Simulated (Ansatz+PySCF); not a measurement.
## doublet C3H5O: levels of theory in one basis

```yaml
atoms:
  - { symbol: C, position_ang: [-1.1308, -0.8667, -0.0001] }
  - { symbol: C, position_ang: [-0.0872, 0.1248, -0.0003] }
  - { symbol: C, position_ang: [1.3576, -0.3504, -0.0001] }
  - { symbol: H, position_ang: [-2.1599, -0.5303, 0.0011] }
  - { symbol: H, position_ang: [-0.9197, -1.9299, -0.0005] }
  - { symbol: O, position_ang: [-0.3566, 1.2762, 0.0000] }
  - { symbol: H, position_ang: [2.0200, 0.5138, -0.0144] }
  - { symbol: H, position_ang: [1.5664, -0.9525, 0.8895] }
  - { symbol: H, position_ang: [1.5604, -0.9786, -0.8727] }
```

Basis set: cc-pVTZ (spherical functions). Correlated methods keep 4 orbitals frozen. Correlation on ROHF uses semicanonical orbitals with singles. Charge 0, multiplicity 2.

Computed with Ansatz (development build ahead of 0.2.0) and PySCF 2.14.0; each method stands on the lowest determinant of its kind that the runs found.

```
 method  E − E(ROHF) (eV)  <S²> of the determinant
   ROHF              0.00                     0.75
    UHF             -0.24                     0.84
UHF-MP2            -19.02                     0.84
```

**Question.** What does ROHF-MP2 give on the same scale?

**Answer.** -19.18 eV.

Caution for ROHF-MP2, UHF-MP2: forces differ strongly between restricted and unrestricted references.
